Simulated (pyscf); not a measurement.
# 1,1-elimination: HO–SiH₂–OH (SMILES O[SiH2]O) → HO–Si:–OH (SMILES O[Si]O) [singlet] + H₂ (SMILES [H][H])

Gas phase, singlet surface, charge 0. Bonds broken: Si2–H5, Si2–H6. Bonds formed: H5–H6. PySCF, gas phase, ωB97X-D3(BJ)/def2-SVP geometries.

Transition state (Å):

```xyz
7

O     -0.4346     1.2233     0.3089
Si     0.1913    -0.1758    -0.3692
O     -0.8909    -0.8512    -1.4383
H      0.1403     1.9860     0.1872
H      0.9001    -1.1245     0.5620
H     -0.1785    -1.1999     0.9976
H     -1.8135    -0.8496    -1.1592
```

One imaginary mode, 1514i cm⁻¹; descent along it reached the two sides named.

```csv
bond,change,reactant side (Å),saddle,product side
Si2–H5,breaks,1.485,1.506,3.3
Si2–H6,breaks,1.485,1.748,4.0
H5–H6,forms,2.472,1.166,0.761
```

Electronic energies relative to the reactant's lowest minimum found (kcal/mol):

```tsv
level	barrier	reaction energy	reverse barrier
ωB97X-D3(BJ)/def2-TZVP	85.6	+37.8	47.9
PBE/def2-TZVP	72.4	+31.7	40.6
r²SCAN/def2-TZVP	77.9	+37.2	40.7
B3LYP-D3(BJ)/def2-TZVP	80.2	+33.7	46.5
PBE0-D3(BJ)/def2-TZVP	79.1	+37.0	42.0
M06-2X/def2-TZVP	84.0	+34.3	49.8
ωB97M-D3(BJ)/def2-TZVP	82.5	+33.2	49.4
HF/def2-TZVP	100.7	+40.9	59.8
```

With ωB97M-D3(BJ)/def2-TZVP energies and thermal terms (ideal gas, 1 atm, RRHO with modes under 100 cm⁻¹ raised to 100, one conformer, R ln 2 for chiral ones without a mode under 150 cm⁻¹), in kcal/mol:

```csv
T (K),ΔH‡,ΔG‡,ΔH,ΔG
298,79.7,79.4,+30.0,+21.6
600,79.6,79.0,+30.7,+12.7
900,79.4,78.8,+30.5,+3.8
1200,79.0,78.7,+30.0,-5.1
```

The same reactants have a lower exit, to O=SiH–OH + H₂ (barrier +61.2 kcal/mol at ωB97M-D3(BJ)/def2-TZVP, against +82.5 kcal/mol here). This is the saddle that the search found; another between the same sides may lie lower.
